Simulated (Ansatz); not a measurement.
Consider the isomerisation: `CC(O)(Cl)CF` → `FCOCCCl`.

Isolated molecules relaxed with PBE0-D4/def2-TZVP in Ansatz; ΔE leaves out vibrations. CBS: MP2 limit from def2 TZ/QZ plus the TZ coupled-cluster correction, frozen cores. Functionals use def2-TZVPP. B3LYP here is the variant with VWN-RPA as its local correlation; programs differ in this. HSE06 is defined as in plane-wave codes. Each species was taken in one conformer, which may not be the lowest.

```
             level  ΔE (kcal/mol)  difference from CCSD(T)/CBS
       LDA (SPW92)           12.7                          1.2
           BLYP-D4            9.7                         -1.8
            B97M-V           11.8                          0.3
        r2SCAN0-D4           11.3                         -0.2
          BHLYP-D4            9.1                         -2.4
      CAM-B3LYP-D4            9.4                         -2.1
           ωB97X-V           10.0                         -1.5
            B2PLYP            9.5                         -2.0
          PBE-QIDH           10.8                         -0.7
            revPBE            8.7                         -2.8
            r2SCAN           11.6                          0.1
             B3LYP            8.2                         -3.3
             HSE06            9.9                         -1.6
RPA@PBE/def2-TZVPP            9.7                         -1.8
SCS-MP2/def2-TZVPP           10.3                         -1.2
     HF/def2-QZVPP            5.9                         -5.6
       CCSD(T)/CBS           11.5                            0
```

Largest T1 diagnostic among the species: 0.011.

In def2-TZVPP, CCSD(T) changes the Hartree–Fock value by +4.7 kcal/mol (the triples alone add +0.8 kcal/mol) and MP2 by +5.9 kcal/mol. The D4 term adds +1.3 kcal/mol with B3LYP and +0.6 kcal/mol with PBE0; it sums over pairs of atoms, weighted by their polarisabilities, and B3LYP, whose exchange is more repulsive, gets the larger term. Leaving LDA and LC-ωPBE aside and taking each functional with its dispersion term where it has one, the values spread over 2.6 kcal/mol, from BHLYP-D4 to B97M-V. LDA lies +2.7 kcal/mol from PBE without D4.

CCSD(T)/CBS has its own doubt, a few kJ/mol and more with outer-core shells, so smaller differences from it don't rank the levels.
